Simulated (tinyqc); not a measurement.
ROHF in the sto-3g basis, for NH, spin multiplicity 3, step by step. One step of it, computed by the program tinyqc.

Task: Iteration 3: Roothaan effective Fock matrix. With projectors Pc = D(beta) S, Po = (D(alpha) - D(beta)) S, Pv = 1 - D(alpha) S, the block xy is Px^T F Py; with Fc = (F(alpha) + F(beta))/2, the blocks are Fc for cc, oo, vv and cv, F(beta) for co and F(alpha) for ov.

F(alpha) (hartree), order 1N 1s, 1N 2s, 1N 2px, 1N 2py, 1N 2pz, 2H 1s:
$$\begin{pmatrix}
-15.121382 & -3.872116 & 0.000000 & 0.000000 & -0.010484 & -0.266655 \\
-3.872116 & -1.855580 & 0.000000 & 0.000000 & -0.034611 & -0.350133 \\
0.000000 & 0.000000 & -0.334307 & 0.000000 & 0.000000 & 0.000000 \\
0.000000 & 0.000000 & 0.000000 & -0.334307 & 0.000000 & 0.000000 \\
-0.010484 & -0.034611 & 0.000000 & 0.000000 & -0.141809 & -0.320554 \\
-0.266655 & -0.350133 & 0.000000 & 0.000000 & -0.320554 & -0.213746
\end{pmatrix}$$

F(beta) (hartree), order 1N 1s, 1N 2s, 1N 2px, 1N 2py, 1N 2pz, 2H 1s:
$$\begin{pmatrix}
-15.079461 & -3.807213 & 0.000000 & 0.000000 & -0.010484 & -0.261087 \\
-3.807213 & -1.542681 & 0.000000 & 0.000000 & -0.034611 & -0.315394 \\
0.000000 & 0.000000 & 0.469616 & 0.000000 & 0.000000 & 0.000000 \\
0.000000 & 0.000000 & 0.000000 & 0.469616 & 0.000000 & 0.000000 \\
-0.010484 & -0.034611 & 0.000000 & 0.000000 & -0.059572 & -0.312405 \\
-0.261087 & -0.315394 & 0.000000 & 0.000000 & -0.312405 & -0.207676
\end{pmatrix}$$

D(alpha) after iteration 2, order 1N 1s, 1N 2s, 1N 2px, 1N 2py, 1N 2pz, 2H 1s:
$$\begin{pmatrix}
1.057505 & -0.244900 & 0.000000 & 0.000000 & 0.023193 & -0.006287 \\
-0.244900 & 1.045474 & 0.000000 & 0.000000 & -0.114445 & -0.000677 \\
0.000000 & 0.000000 & 1.000000 & 0.000000 & 0.000000 & 0.000000 \\
0.000000 & 0.000000 & 0.000000 & 1.000000 & 0.000000 & 0.000000 \\
0.023193 & -0.114445 & 0.000000 & 0.000000 & 0.624279 & 0.367689 \\
-0.006287 & -0.000677 & 0.000000 & 0.000000 & 0.367689 & 0.220927
\end{pmatrix}$$

D(beta) after iteration 2, order 1N 1s, 1N 2s, 1N 2px, 1N 2py, 1N 2pz, 2H 1s:
$$\begin{pmatrix}
1.057505 & -0.244900 & 0.000000 & 0.000000 & 0.023193 & -0.006287 \\
-0.244900 & 1.045474 & 0.000000 & 0.000000 & -0.114445 & -0.000677 \\
0.000000 & 0.000000 & 0.000000 & 0.000000 & 0.000000 & 0.000000 \\
0.000000 & 0.000000 & 0.000000 & 0.000000 & 0.000000 & 0.000000 \\
0.023193 & -0.114445 & 0.000000 & 0.000000 & 0.624279 & 0.367689 \\
-0.006287 & -0.000677 & 0.000000 & 0.000000 & 0.367689 & 0.220927
\end{pmatrix}$$

overlap S, order 1N 1s, 1N 2s, 1N 2px, 1N 2py, 1N 2pz, 2H 1s:
$$\begin{pmatrix}
1.000000 & 0.235038 & 0.000000 & 0.000000 & 0.000000 & 0.015726 \\
0.235038 & 1.000000 & 0.000000 & 0.000000 & 0.000000 & 0.211670 \\
0.000000 & 0.000000 & 1.000000 & 0.000000 & 0.000000 & 0.000000 \\
0.000000 & 0.000000 & 0.000000 & 1.000000 & 0.000000 & 0.000000 \\
0.000000 & 0.000000 & 0.000000 & 0.000000 & 1.000000 & 0.227667 \\
0.015726 & 0.211670 & 0.000000 & 0.000000 & 0.227667 & 1.000000
\end{pmatrix}$$

Give: effective F.

Result:

effective F (hartree), order 1N 1s, 1N 2s, 1N 2px, 1N 2py, 1N 2pz, 2H 1s:
$$\begin{pmatrix}
-15.100 & -3.840 & 0.000 & 0.000 & -0.010 & -0.264 \\
-3.840 & -1.699 & 0.000 & 0.000 & -0.035 & -0.333 \\
0.000 & 0.000 & 0.068 & 0.000 & 0.000 & 0.000 \\
0.000 & 0.000 & 0.000 & 0.068 & 0.000 & 0.000 \\
-0.010 & -0.035 & 0.000 & 0.000 & -0.101 & -0.316 \\
-0.264 & -0.333 & 0.000 & 0.000 & -0.316 & -0.211
\end{pmatrix}$$
